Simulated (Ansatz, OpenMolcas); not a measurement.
## BCl (SMILES [B]Cl): the energy, rung by rung

The species is BCl (2 atoms), meant as a singlet with charge 0. As SMILES, `[B]Cl`. Geometry: relaxed at PBE0-D4/def2-TZVP.

```tsv
atom	x (Å)	y (Å)	z (Å)
B	0.0000	0.0000	-0.0697
Cl	0.0000	0.0000	1.6482
```

Quantity: the energy change with the B1–Cl2 bond stretched from 1.718 to 2.577 Å, in eV. The values are calculated.

```json
{"level": "HF/STO-3G (restricted)", "kind": "Hartree–Fock", "program": "Ansatz", "value (eV)": "2.98", "less FCI/STO-3G": "+0.43"}
{"level": "SVWN5/STO-3G (restricted)", "kind": "LDA", "program": "Ansatz", "value (eV)": "2.58", "less FCI/STO-3G": "+0.03"}
{"level": "revPBE/STO-3G (restricted)", "kind": "GGA", "program": "Ansatz", "value (eV)": "2.25", "less FCI/STO-3G": "-0.30"}
{"level": "r2SCAN0/STO-3G (restricted)", "kind": "hybrid meta-GGA", "program": "Ansatz", "value (eV)": "2.73", "less FCI/STO-3G": "+0.18"}
{"level": "CAM-B3LYP/STO-3G (restricted)", "kind": "range-separated hybrid", "program": "Ansatz", "value (eV)": "2.74", "less FCI/STO-3G": "+0.19"}
{"level": "RPA@PBE/STO-3G (restricted)", "kind": "RPA", "program": "Ansatz", "value (eV)": "2.29", "less FCI/STO-3G": "-0.26"}
{"level": "MP2/STO-3G (restricted)", "kind": "perturbation theory", "program": "Ansatz", "value (eV)": "2.83", "less FCI/STO-3G": "+0.28"}
{"level": "ACPF/STO-3G (restricted)", "kind": "coupled cluster or CI", "program": "OpenMolcas", "value (eV)": "2.52", "less FCI/STO-3G": "-0.03"}
{"level": "FCI/STO-3G", "kind": "exact in the basis", "program": "OpenMolcas", "value (eV)": "2.55", "less FCI/STO-3G": "0.00"}
```

FCI/STO-3G is exact within its basis and frozen core, so for wave-function methods in that basis the difference is their error; functionals converge differently with the basis, so for them it is only a difference. The first shape isn't each level's own minimum. The values span 2.25 to 2.98 eV. All rows use very small basis sets, so even the best lies far from the true value.
